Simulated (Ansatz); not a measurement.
Saddle point of C2H8Si, closed shell (C₂H₄ (C=C) + SiH₄ → C₂H₈Si (CC[SiH3]); bonds formed: Si1–C6, H2–C7; bonds broken: Si1–H2), PBE0-D4/def2-TZVP structure:

```
11
angstrom
Si -0.7583 0.8413 -0.4888
H 0.7056 0.5285 -1.0671
H -1.2440 -0.3480 -1.2555
H -1.8425 1.8139 -0.9187
H -0.0981 1.7184 0.5276
C -0.0814 -0.7229 0.8886
C 1.0253 -0.6031 0.0426
H -0.0452 -0.2789 1.8743
H -0.7526 -1.5623 0.7672
H 1.8993 -0.0505 0.3688
H 1.1920 -1.3363 -0.7389
```

Energies are electronic, without zero-point energy. Barriers and step energies count from the start structure reached by relaxing down the imaginary mode; all methods use the PBE0-D4 structures, on which another method's saddle can fall below an end. Program: Ansatz 0.2.0. Basis: def2-TZVPP, with def2-QZVPP for the basis limit. Cores are frozen in the correlated methods. B3LYP uses VWN-RPA correlation. Extrapolation: Hartree–Fock as exp(−7.88 √X), correlation as X^−2.97.

```csv
method,barrier (eV),step energy (eV)
SPW92,1.364,-1.724
PBE-D4,1.769,-1.423
BLYP-D4,2.150,-1.163
r2SCAN-D4,1.931,-1.445
B97M-V,2.035,-1.385
PBE0-D4,1.937,-1.528
B3LYP-D4,2.259,-1.272
r2SCAN0-D4,2.038,-1.524
BHLYP-D4,2.482,-1.361
CAM-B3LYP-D4,2.340,-1.357
wB97X-V,2.243,-1.456
wB97M-V,?,-1.390
B2PLYP,2.314,-1.298
PBE-QIDH,?,-1.569
RPA on PBE,2.316,-1.249
HF,3.184,-1.141
MP2,?,-1.442
CCSD,2.445,-1.326
CCSD(T),2.301,-1.320
```

Question: Fill in the withheld barriers. (An estimate is asked for; the value comes from the calculation.)

Answer: The calculation gives: wB97M-V 2.177; MP2 2.205; PBE-QIDH 2.092 eV. Each is the energy of the saddle less that of the start structure, by the same method.

For comparison, the barrier by CCSD(T) at an estimated basis limit (MP2 extrapolated from triple and quadruple zeta, plus CCSD(T) − MP2 in triple zeta) is 2.272 eV.

T1 diagnostic: at most 0.017.

For scale, one of the runs: CCSD(T)/def2-TZVPP, 216 basis functions, launched by `ansatz run in.yaml --threads 2 --pin off --events-out ev --progress --plain --max-ram 4352MiB`. Hardware: 2 CPU threads of an Arm Neoverse V1, shared host. Wall time 74 s; peak host memory 3.1 GiB.
